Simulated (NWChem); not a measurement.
# C2H2FS− (SMILES F/C=C/[S-]): levels of theory compared

We compute a comparison of 5 runs (HF/STO-3G, HF/3-21G, B3LYP/6-31G*, B2PLYP/6-31+G*) of C2H2FS−. 

Program for the calculation: NWChem 7.3.0.

### Step 1. The system as given

C2H2FS−: 6 atoms, total charge -1, spin state singlet. As SMILES, `F/C=C/[S-]`. Geometry: relaxed at GFN2-xTB.

Bond lengths: F1–C2 1.393 Å, C2–C3 1.333 Å, C3–S4 1.702 Å, C2–H5 1.077 Å, C3–H6 1.089 Å. Angles: F1–C2–C3 121.6°, C2–C3–S4 124.4°, F1–C2–H5 111.6°, C3–C2–H5 126.8°, C2–C3–H6 118.7°, S4–C3–H6 116.9°.

### Step 2. Energy and forces at HF/STO-3G (run 1)

run.xyz reads:

```xyz
6

F      1.396590     0.836690    -0.899160
C      0.575410    -0.142130    -0.344180
C     -0.537520     0.173870     0.318660
S     -1.591510    -0.961100     1.023910
H      0.960120    -1.131870    -0.523410
H     -0.803090     1.224540     0.424180
```

run.py reads:

```python
from ase.io import read
from ase.calculators.nwchem import NWChem

system = read('run.xyz')

calc = NWChem(
    label='run',
    theory='scf',
    memory='2200 mb',
    basis='STO-3G',
    basispar='spherical bse',
    charge=-1,
    scf={'nopen': '0', 'rhf': None, 'thresh': '1e-08', 'maxiter': '80'},
)
system.calc = calc

forces = system.get_forces()
print("Total energy (eV):", round(system.get_potential_energy(), 6))
print("forces (eV/A):")
for s, f in zip(system.symbols, forces):
    print(f"{s:2s} {f[0]:10.5f} {f[1]:10.5f} {f[2]:10.5f}")
print("dipole (e A):", system.get_dipole_moment().round(4))
```

Run with:

```sh
export ASE_NWCHEM_COMMAND="nwchem PREFIX.nwi > PREFIX.nwo"
python run.py
```

What it wrote:

```text
Total energy (eV): -15427.891511
forces (eV/A):
F    -0.06191   -0.30936    0.05543
C     0.68530    1.92838   -0.51875
C    -0.80450   -1.70773    0.58575
S    -0.26539    0.02535    0.16198
H    -0.12449   -0.39595    0.09323
H     0.57099    0.45930   -0.37764
dipole (e A): [ 0.7381  0.483  -0.4764]
```

The calculator wrote run.nwi:

```
title "run"

permanent_dir run

scratch_dir run

start run

geometry units angstrom nocenter noautosym noautoz
  F  1.3965900000000000e+00 8.3669000000000004e-01 -8.9915999999999996e-01
  C  5.7540999999999998e-01 -1.4213000000000001e-01 -3.4417999999999999e-01
  C  -5.3752000000000000e-01 1.7387000000000000e-01 3.1866000000000000e-01
  S  -1.5915100000000000e+00 -9.6109999999999995e-01 1.0239100000000001e+00
  H  9.6011999999999997e-01 -1.1318699999999999e+00 -5.2341000000000004e-01
  H  -8.0308999999999997e-01 1.2245400000000000e+00 4.2418000000000000e-01
end

charge -1

memory 2200 mb

basis spherical bse noprint
   * library STO-3G
end

scf
  nopen 0
  rhf
  thresh 1e-08
  maxiter 80
end

task scf gradient
```

run.nwo:

```text
Northwest Computational Chemistry Package (NWChem) 7.3.0
             --------------------------------------------------------

           Job information
           ---------------

    nwchem branch   = 7.3.0
    use scalapack   = T
    input           = run.nwi
    prefix          = run.
    data base       = run/run.db
    status          = startup
    nproc           =        1

           Memory information
           ------------------

[... 5 lines left out ...]
    hardfail = no
[... 133 lines left out ...]
         Quadratically convergent ROHF
[... 15 lines left out ...]
       Final RHF  results
[... 4 lines left out ...]
      Two-electron energy =    367.499679540077
[... 35 lines left out ...]
                       ROHF Final Molecular Orbital Analysis
[... 198 lines left out ...]
                 ----------------------------------------
                 |  Time  |  1-e(secs)   |  2-e(secs)   |
                 ----------------------------------------
                 |  CPU   |       0.00   |       0.21   |
                 ----------------------------------------
                 |  WALL  |       0.00   |       0.21   |
                 ----------------------------------------

 Task  times  cpu:        1.1s     wall:        1.1s
 Total times  cpu:        1.1s     wall:        1.1s
```

It took 2.1 s on 1 thread of Intel Xeon Platinum 8488C (Sapphire Rapids), shared host; peak memory 0.098 GiB.

### Step 3. Energy and forces at HF/3-21G (run 2)

c2h2fs.xyz reads:

```xyz
6

F      1.396590     0.836690    -0.899160
C      0.575410    -0.142130    -0.344180
C     -0.537520     0.173870     0.318660
S     -1.591510    -0.961100     1.023910
H      0.960120    -1.131870    -0.523410
H     -0.803090     1.224540     0.424180
```

run.py reads:

```python
from ase.io import read
from ase.calculators.nwchem import NWChem

molecule = read('c2h2fs.xyz')

calc = NWChem(
    label='c2h2fs',
    theory='scf',
    memory='2200 mb',
    basis='3-21G',
    basispar='spherical bse',
    charge=-1,
    scf={'nopen': '0', 'rhf': None, 'thresh': '1e-08', 'maxiter': '80'},
)
molecule.calc = calc

forces = molecule.get_forces()
print("Total energy (eV):", round(molecule.get_potential_energy(), 6))
print("forces (eV/A):")
for s, f in zip(molecule.symbols, forces):
    print(f"{s:2s} {f[0]:10.5f} {f[1]:10.5f} {f[2]:10.5f}")
print("dipole (e A):", molecule.get_dipole_moment().round(4))
```

Run with:

```sh
export ASE_NWCHEM_COMMAND="nwchem PREFIX.nwi > PREFIX.nwo"
python run.py
```

What it wrote:

```text
Total energy (eV): -15535.670165
forces (eV/A):
F     0.28385    0.28159   -0.18851
C    -0.81303    0.37955    0.48409
C     2.40938    1.37626   -1.54683
S    -2.04881   -2.03143    1.36294
H    -0.30257    0.31244    0.16198
H     0.47118   -0.31830   -0.27367
dipole (e A): [ 0.9629  0.5775 -0.6186]
```

The calculator wrote c2h2fs.nwi:

```
title "c2h2fs"

permanent_dir c2h2fs

scratch_dir c2h2fs

start c2h2fs

geometry units angstrom nocenter noautosym noautoz
  F  1.3965900000000000e+00 8.3669000000000004e-01 -8.9915999999999996e-01
  C  5.7540999999999998e-01 -1.4213000000000001e-01 -3.4417999999999999e-01
  C  -5.3752000000000000e-01 1.7387000000000000e-01 3.1866000000000000e-01
  S  -1.5915100000000000e+00 -9.6109999999999995e-01 1.0239100000000001e+00
  H  9.6011999999999997e-01 -1.1318699999999999e+00 -5.2341000000000004e-01
  H  -8.0308999999999997e-01 1.2245400000000000e+00 4.2418000000000000e-01
end

charge -1

memory 2200 mb

basis spherical bse noprint
   * library 3-21G
end

scf
  nopen 0
  rhf
  thresh 1e-08
  maxiter 80
end

task scf gradient
```

c2h2fs.nwo:

```text
Northwest Computational Chemistry Package (NWChem) 7.3.0
             --------------------------------------------------------

           Job information
           ---------------

    nwchem branch   = 7.3.0
    use scalapack   = T
    input           = c2h2fs.nwi
    prefix          = c2h2fs.
    data base       = c2h2fs/c2h2fs.db
    status          = startup
    nproc           =        1

           Memory information
           ------------------

[... 5 lines left out ...]
    hardfail = no
[... 133 lines left out ...]
         Quadratically convergent ROHF
[... 15 lines left out ...]
       Final RHF  results
[... 4 lines left out ...]
      Two-electron energy =    360.215766939088
[... 39 lines left out ...]
                       ROHF Final Molecular Orbital Analysis
[... 228 lines left out ...]
                 ----------------------------------------
                 |  Time  |  1-e(secs)   |  2-e(secs)   |
                 ----------------------------------------
                 |  CPU   |       0.00   |       0.28   |
                 ----------------------------------------
                 |  WALL  |       0.00   |       0.28   |
                 ----------------------------------------

 Task  times  cpu:        1.3s     wall:        1.3s
 Total times  cpu:        1.4s     wall:        1.4s
```

It took 2.3 s on 1 thread of Intel Xeon Platinum 8488C (Sapphire Rapids), shared host; peak memory 0.099 GiB.

Runs 3 to 4 aren't shown in full; the table further down has their settings and results.

### Step 4. A single-point energy at B2PLYP/6-31+G(d) (spherical functions) (run 5)

input.nw reads:

```
start input
title "C2H2FS"
memory total 2200 mb
charge -1
geometry units angstroms noautosym nocenter noautoz
F        1.396590       0.836690      -0.899160
C        0.575410      -0.142130      -0.344180
C       -0.537520       0.173870       0.318660
S       -1.591510      -0.961100       1.023910
H        0.960120      -1.131870      -0.523410
H       -0.803090       1.224540       0.424180
end
basis spherical bse
* library 6-31+G*
end
dft
xc hfexch 0.53 becke88 0.47 lyp 0.73 mp2 0.27
dftmp2 semidirect
mult 1
grid xfine
convergence energy 1e-08
maxiter 100
mulliken
end
mp2
freeze core 8
end
task dft energy
```

Run with:

```sh
nwchem input.nw > input.out
```

What it wrote:

```text
[...]
          Wavefunction type:  closed shell.
          No. of atoms     :     6
          No. of electrons :    40
[...]
          Charge           :    -1
          Spin multiplicity:     1
[...]
          AO basis - number of functions:    80
[...]
              XC Information
              --------------
                     Hartree-Fock (Exact) Exchange  0.530
                    Becke 1988 Exchange Functional  0.470
              Lee-Yang-Parr Correlation Functional  0.730
[...]
 d= 0,ls=0.0,diis     1   -574.8058708373 -7.09D+02  2.33D-02  1.06D+00     2.6
[...]
 d= 0,ls=0.0,diis    10   -574.9564345605 -7.11D-09  2.45D-06  5.28D-09    20.9
         Total DFT energy =     -574.956434560467
      One electron energy =    -1068.113310626532
           Coulomb energy =      406.397891277917
    Exchange-Corr. energy =      -47.462759762110
 Nuclear repulsion energy =      134.221744550258
[...]
      Total Density - Mulliken Population Analysis
     ---------------------------------------------
    Atom       Charge   Shell Charges
 -----------   ------   -------------------------------------------------------
    1 F    9     9.39   2.00  0.93  3.30  1.05  1.99 -0.02  0.13  0.01
    2 C    6     5.98   2.00  0.68  1.94  0.45  0.72  0.05  0.08  0.06
    3 C    6     6.16   2.00  0.69  2.00  0.60  0.97 -0.16  0.02  0.05
    4 S   16    16.81   2.00  2.00  5.97  1.30  3.01  0.60  1.37  0.19  0.33  0.04
    5 H    1     0.83   0.53  0.29
    6 H    1     0.83   0.53  0.30
[...]
  Basis functions       =     80
[...]
```

Wall time 23 s (1 thread of Intel Xeon Platinum 8488C (Sapphire Rapids), shared host); peak memory 0.2 GiB.

### Step 5. All runs side by side

```
run                                 level  iteration cap  module  energy (Eh)  HOMO energy (eV)  LUMO energy (eV)  HOMO–LUMO gap (eV)  wall time
  1                             HF/STO-3G             80     scf  -566.964560              3.35             16.04               12.69      2.1 s
  2                              HF/3-21G             80     scf  -570.925353             -1.84             10.38               12.22      2.3 s
  3    B3LYP/6-31G* (spherical functions)            100     dft  -575.437336              0.83              6.31                5.47       19 s
  4    B3LYP/6-31G* (Cartesian functions)            100     dft  -575.442956              0.83              6.30                5.47       22 s
  5  B2PLYP/6-31+G* (spherical functions)            100     dft  -575.141676             -0.94              4.73                5.68       23 s
```

### Step 6. Summary of results

```
                                                    quantity          value
                                         run 5: total energy  -575.14168 Eh
                    run 5: HOMO energy (SCF part's orbitals)       -0.94 eV
                    run 5: LUMO energy (SCF part's orbitals)        4.73 eV
run 5: HOMO–LUMO gap (to an unbound level, set by the basis)        5.68 eV
```

The HOMO–LUMO gap runs from 5.47 eV (B3LYP/6-31G*) to 12.69 eV (HF/STO-3G). The two ends differ in method and basis. The empty levels of an anion lie above zero and hang on the basis. Totals of different functionals can't be ranked against each other. In runs 1, 3, 4 the HOMO lies above zero, so the outermost electron may be held by the basis alone. In run 1 the basis is minimal, so the values are rough. All runs together took 68 s, the longest 23 s.
